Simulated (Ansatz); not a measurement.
Program: Ansatz 0.2.0.

A structure relaxed at PBE0-D4/def2-TZVP, charge 0, multiplicity 1:

```xyz
10

C     0.578    1.328   -0.671
C     0.339    0.627    0.422
C    -0.307   -0.718    0.421
O    -0.626   -1.143   -0.819
F     0.514   -1.624    1.034
F    -1.422   -0.694    1.213
H     0.309    0.951   -1.651
H     1.051    2.301   -0.615
H     0.599    0.985    1.411
H    -1.034   -2.013   -0.745
```

Give its formula and SMILES.

C3H4F2O, `C=CC(O)(F)F`.

Point group (tolerance 0.08 Å, 0.16 Å for H)?

Cs.

Summarise the bond lengths by kind.

2 × C–C 1.320 to 1.492 Å; 3 × C–H 1.083 to 1.084 Å; 1 × C–O 1.349 Å; 2 × C–F 1.367 Å; 1 × H–O 0.964 Å.
